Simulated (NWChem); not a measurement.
Species: AlCl$_{3}$; SMILES [Cl][Al]([Cl])[Cl]

```xyz
4

Al     0.0000     0.0000     0.0023
Cl    -2.0375     0.4560    -0.0002
Cl     1.4136     1.5365    -0.0002
Cl     0.6238    -1.9925    -0.0002
```
Atoms are numbered in this order, from 1.

All runs use the structure optimised with B3LYP/6-31G* (spherical d).

Task: Give the principal values of the shielding tensors (ppm) of Al1, Cl2 from PBE0/pcSseg-1, GIAO (NWChem), with their diamagnetic and paramagnetic parts as GIAO splits them.

Result: 
```tsv
atom	σ11	σ22	σ33	isotropic	diamagnetic	paramagnetic
Al1	358.2	441.2	441.2	413.6	795.8	-382.3
Cl2	809.9	858.0	1051.5	906.5	1148.3	-241.8
```
